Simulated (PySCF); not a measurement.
C₄H₅Cl.
Z-matrix (Å and degrees, PBE0-D3(BJ)/def2-SVP geometry), rows numbered from 1:
```
C 
C   1  1.5106
C   2  1.5241  1  121.96
C   3  1.2964  2   62.90  1   107.77
Cl  4  1.6887  2  144.85  3   178.92
H   1  1.1009  2  111.11  3   -31.19
H   1  1.1021  2  111.08  3    89.17
H   1  1.1021  2  111.06  3  -151.46
H   2  1.1045  1  113.23  3  -148.84
H   3  1.0860  2  145.41  4  -179.26
```

Computed, not measured: core-valence-separated Tamm–Dancoff BHandHLYP/aug-pcX-1 (pcseg-1 on H, def2-SVPD on Cl) in PySCF, non-relativistic, gas phase, PBE0-D3(BJ)/def2-SVP geometry. The energies are unshifted.

**Question.** What does the C 1s absorption edge look like?

**Answer.** 
```tsv
E (eV)	f	core hole on	main final orbital	polarisation
283.08	0.0573	C3	LUMO+1 (55 %)	normal to the local trigonal plane
284.07	0.0639	C4	LUMO+1 (64 %)	normal to the local trigonal plane
285.33	0.0102	C1	LUMO (37 %)	–
285.79	0.0081	C1	LUMO+1 (62 %)	–
285.90	0.0011	C2	LUMO+1 (66 %)	–
285.95	0.0421	C4	spread	in the local trigonal plane
286.13	0.0280	C1	spread	–
286.24	0.0178	C1	LUMO+4 (32 %)	–
286.32	0.0447	C2	spread	–
286.36	0.0140	C3	LUMO+2 (41 %)	in the local trigonal plane
286.58	0.0014	C1	spread	–
286.71	0.0193	C2	LUMO+4 (39 %)	–
286.72	0.0129	C3	LUMO (44 %)	in the local trigonal plane
287.01	0.0050	C1	spread	–
287.30	0.0037	C1	LUMO+3 (43 %)	–
287.46	0.0087	C3	LUMO+3 (35 %)	in the local trigonal plane
287.55	0.0026	C1	LUMO+5 (33 %)	–
287.65	0.0172	C2	spread	–
287.68	0.0059	C3	LUMO+4 (35 %)	normal to the local trigonal plane
```

The first line with a tenth or more of the strongest one's intensity is at 283.08 eV (f = 0.057), with the hole on C3 (alkene CH carbon), polarised normal to the local trigonal plane: a 1s→π* resonance. The strongest listed is at 284.07 eV (f = 0.064; C4, 1s→π*).

Roots within 0.03 eV whose holes lie on the same, on equivalent or on shared atoms are summed into one line, and the highest roots are left out, as the search may have cut off their partners. Final orbitals are the ground state's empty Kohn–Sham orbitals. A dash: too weak, shared between unlike atoms, or no plane or axis to refer to.

**Question.** What are the wavelength and the wavenumber of the 286.24 eV line?

**Answer.** λ = 12398.42 eV Å/286.24 eV = 43.315 Å; 2.3087 × 10⁶ cm⁻¹.

The ionisation thresholds weren't computed; near and above them a finite basis only mimics Rydberg series and continuum.

On one thread of an Arm Neoverse N1, no GPU (shared host), this took 14 s of wall time and 0.73 GiB of memory at its peak.
